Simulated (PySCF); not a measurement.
Geometries of 2 isomers of C3H5FOS, from PBE0-D3(BJ)/def2-SVP geometry optimisation, gas phase in PySCF. One conformer each, no zero-point energy, no frequencies.

Question: Which is lower in electronic energy at this level?
A.
```xyz
11
angstrom
C     -1.718    0.356   -0.242
S     -0.523   -1.009   -0.329
O     -0.458   -1.584    1.057
C      0.939   -0.001   -0.538
C      1.850   -0.056    0.430
F      3.005    0.583    0.367
H     -1.444    0.977    0.622
H     -2.702   -0.108   -0.085
H     -1.714    0.935   -1.176
H      1.078    0.547   -1.473
H      1.699   -0.644    1.342
```
B.
```xyz
11
angstrom
O     -0.826    1.854    1.098
S     -0.782    1.316   -0.298
C     -1.028   -0.530   -0.153
C      0.422   -0.720    0.293
C      0.916    0.490   -0.473
F      1.941    1.183    0.045
H     -1.261   -0.950   -1.143
H     -1.826   -0.762    0.564
H      0.506   -0.497    1.366
H      0.907   -1.684    0.077
H      1.086    0.295   -1.547
```

Answer: B. That is `O=[S@@]1CC[C@@H]1F`, 6.2 kcal/mol below the other.

```json
{"SMILES": "O=[S@@]1CC[C@@H]1F", "atoms numbered as above": "[O:1]=[S@@:2]1[CH2:3][CH2:4][C@@H:5]1[F:6]", "E (Eh)": "-689.71354", "relative (kcal/mol)": "0.0", "relative (kJ/mol)": "0.0", "dipole (D)": "4.49"}
{"SMILES": "C[S@](=O)/C=C/F", "atoms numbered as above": "[CH3:1][S@:2](=[O:3])/[CH:4]=[CH:5]/[F:6]", "E (Eh)": "-689.70365", "relative (kcal/mol)": "6.2", "relative (kJ/mol)": "26.0", "dipole (D)": "3.22"}
```

As drawn, the lower has a four-membered ring, which the higher lacks; the higher has a C=C bond outside aromatic rings, which the lower lacks.
